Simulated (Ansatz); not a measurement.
What it costs to change the join: fluorite-type CoSi2 (0 0 1) on Si0.875Ge0.125, ordered (0 0 1)

Periodic stacks without vacuum, fluorite-type CoSi2 (0 0 1) on Si0.875Ge0.125, ordered (0 0 1); both interfaces of a cell carry the change. As cut, the substrate ends in Si and Si planes and the film in Si and Co planes, so the two interfaces differ and each value is their mean. All cells share the in-plane lattice within 0.1 %; atoms, period and the film's lateral shift were relaxed first with the CHGNet potential, then at PBE, once from one start each, so registries can end apart. The unchanged cell is such a single relaxation too: if a lower arrangement of it exists, the changes cost more than shown. Left out: 3 cells whose period moved by more than 2.5 % (with added atoms, fell by over 1 % or rose by over 10 %) or whose in-plane lattice differs.

Plane-wave PAW runs of Ansatz (a program for electronic structure), PBE at 420 eV, without spin–orbit coupling or a Hubbard term. The stacks are run without spin polarisation. The cells are models built for this series, cut from the relaxed bulk crystals, not measured interface structures.

| cell | atoms gained or lost | period at the end (Å) | total energy (eV) | energy per atom added, swapped in or removed (eV) |
|---|---|---|---|---|
| unchanged | – | 25.99 | -72494.435 | – |
| 1 Al on substrate sites at each interface | +2 Al, −2 Si | 25.99 | -72298.250 | -0.21 |
| 1 Ga on substrate sites at each interface | +2 Ga, −2 Si | 26.00 | -78789.285 | -0.21 |
| 1 S added at each interface | +2 S | 26.31 | -74298.057 | +0.24 |
| 1 Sb on substrate sites at each interface | +2 Sb, −2 Si | 26.35 | -84191.553 | ? |

References, each relaxed at the same level, per atom: Al from fcc Al, -537.505 eV; Ga from alpha gallium, -3783.021 eV; S from S8 molecule in a box, -902.050 eV; Sb from rhombohedral Sb, -6484.489 eV; Si from silicon, -635.810 eV. Gases are single molecules in a box, without zero-point energy.

Q: Work out the missing value, for «1 Sb on substrate sites at each interface», and say where it stands among the rows.

A: [-84191.553 − (-72494.435) − 2 × (-6484.489) + 2 × (-635.810)] / 2 = +0.12 eV, number 3 of 4 from the lowest. A positive value means that the change costs energy against the references at 0 K, at PBE.
